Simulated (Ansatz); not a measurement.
Geometry optimisation, RKS LDA/def2-SVP (Ansatz 0.2.0).

The input (input.yaml):

```yaml
crystal:
  periodic: [false, false, false]
  atoms:
    - { symbol: Al, position_ang: [0.0, 0.0, 0.0] }
    - { symbol: "N", position_ang: [1.379, 0.0, 1.6102] }
    - { symbol: H, position_ang: [0.502, -0.2713, 2.1402] }
    - { symbol: H, position_ang: [2.256, 0.2713, 2.1402] }
    - { symbol: H, position_ang: [1.7491, 0.0, 0.1958] }
    - { symbol: Cl, position_ang: [-1.9312, 0.0, -1.115] }
basis:
  gaussian: { orbitals: def2-SVP }
hamiltonian:
  xc: lda
relax:
  f_tol: 0.15
  max_steps: 25
  restrain:
    - { distance: [1, 4], at: 2.26, k: 30.0 }
    - { distance: [0, 1], at: 1.92, k: 30.0 }
    - { distance: [0, 4], at: 1.56, k: 30.0 }
```

Launched with:

```bash
$ ansatz run input.yaml --threads 1 --pin off --max-ram 2048MiB --backend cpu --events-out ev --progress --plain --runs-dir out
```

Question: Where does it end, and by what steps?

Answer: The forces met the threshold. The restraints hold the end off the free minimum; the threshold counts their pulls, which the force column leaves out. Restrained pairs: N2–H5 (1.46 → 2.32 Å), Al1–N2 (2.12 → 1.84 Å), Al1–H5 (1.76 → 1.55 Å). After 8 steps the energy has fallen by 3.920 eV (the restraints' own energy left out); H5 moved furthest, 0.60 Å.

| step | energy less start (eV) | largest force component (eV/Å) | accepted |
| --- | --- | --- | --- |
| 0 | 0.0000 | 1.549 | yes |
| 1 | -0.0542 | 2.228 | yes |
| 2 | -0.9676 | 3.574 | yes |
| 3 | -2.5390 | 3.118 | yes |
| 4 | -3.4633 | 2.322 | yes |
| 5 | -3.8548 | 2.309 | yes |
| 6 | -3.9342 | 2.051 | yes |
| 7 | -3.9319 | 2.211 | yes |
| 8 | -3.9205 | 2.274 | yes |

```xyz
6
Properties=species:S:1:pos:R:3
Al 0.334 0.032 -0.001
N 0.919 -0.043 1.738
H 0.495 -0.138 2.666
H 1.939 0.036 1.786
H 1.832 0.167 -0.379
Cl -1.565 -0.054 -0.838
```

The run took 11 s on 1 thread of Arm Neoverse V1, on a shared host, peak memory 0.13 GiB.
